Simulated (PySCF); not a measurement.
Species: C₅H₉N.
Numbering: `[H]/[N:1]=[CH:2]\[CH:3]1[CH2:4][CH2:5][CH2:6]1`

Structure used (GFN2-xTB), in Å, numbered top down from 1:
```
atom  x, y, z in Å
N1     2.5887   -0.3487    0.3507
C2     1.7206    0.4980    0.0349
C3     0.3475    0.2737   -0.5160
C4    -0.3635   -1.0513   -0.1833
C5    -1.6085   -0.2568    0.2384
C6    -0.7983    1.0466    0.1687
H7     2.3107   -1.3199    0.2057
H8     1.9925    1.5426    0.1755
H9     0.3817    0.4698   -1.5917
H10   -0.4958   -1.7469   -1.0096
H11    0.1012   -1.5763    0.6511
H12   -2.4057   -0.2978   -0.5009
H13   -2.0195   -0.5059    1.2143
H14   -0.5155    1.4255    1.1494
H15   -1.2406    1.8556   -0.4089
```

NICS = −σ at a ghost point: NICS(0) at the centroid of the ring atoms, NICS(1) 1 Å to either side along the normal of their mean plane, zz for the tensor component along that normal. Level: GIAO PBE0/pcSseg-1 (PySCF, non-relativistic, gas phase) on the GFN2-xTB geometry, one conformer.

Ring bond lengths (Å), with Mayer bond orders in brackets: C3–C4 1.540 (1.00), C4–C5 1.536 (1.05), C5–C6 1.536 (1.05), C6–C3 1.542 (0.99).

**Question.** Give the NICS values of each ring in ppm.

**Answer.** 
| ring | type | NICS(0) | NICS(1), two faces | NICS(1)zz, two faces | rms pucker (Å) | centre to ring atoms, mean (Å) |
| --- | --- | --- | --- | --- | --- | --- |
| C3–C4–C5–C6 | 4-membered carbocycle; formal bonds all single | -0.5 | -0.1 / -0.8 | 4.1 / 4.7 | 0.07 | 1.09 |

**Question.** What can be read from them?

**Answer.** 
- C3–C4–C5–C6: mean NICS(1)zz 4.4 ppm, deshielded. C3, C4, C5, C6 have four or more neighbours, so the value isn't read as a sign of a π ring current.

**Question.** At the second NICS(1) probe listed for ring C3–C4–C5–C6, 1 Å off the ring, what do the in-plane components average?

**Answer.** The isotropic value is a third of the trace: (3 × -0.8 − (4.7))/2 = -3.6 ppm.

**Question.** What are the shieldings of the ring atoms and their hydrogens in the same run (means over atoms taken as equivalent)?

**Answer.** 
```json
{"atoms": "C3", "environment": "four-membered-ring carbon", "σ isotropic (ppm)": "146.4", "principal values of the symmetric part, first atom (ppm)": "135.2, 142.7, 161.3"}
{"atoms": "C4 (×2)", "environment": "four-membered-ring carbon", "σ isotropic (ppm)": "163.4", "principal values of the symmetric part, first atom (ppm)": "153.1, 159.2, 181.5"}
{"atoms": "C5", "environment": "four-membered-ring carbon", "σ isotropic (ppm)": "169.6", "principal values of the symmetric part, first atom (ppm)": "158.8, 166.8, 183.2"}
{"atoms": "H9", "environment": "methine hydrogen", "σ isotropic (ppm)": "28.84", "principal values of the symmetric part, first atom (ppm)": "26.2, 27.5, 32.8"}
{"atoms": "H10 (×2)", "environment": "methylene hydrogen", "σ isotropic (ppm)": "29.60", "principal values of the symmetric part, first atom (ppm)": "26.0, 27.2, 35.8"}
{"atoms": "H11 (×2)", "environment": "methylene hydrogen", "σ isotropic (ppm)": "29.74", "principal values of the symmetric part, first atom (ppm)": "26.6, 28.7, 33.8"}
{"atoms": "H12", "environment": "methylene hydrogen", "σ isotropic (ppm)": "29.58", "principal values of the symmetric part, first atom (ppm)": "26.5, 27.3, 34.9"}
{"atoms": "H13", "environment": "methylene hydrogen", "σ isotropic (ppm)": "29.87", "principal values of the symmetric part, first atom (ppm)": "26.5, 26.6, 36.5"}
```
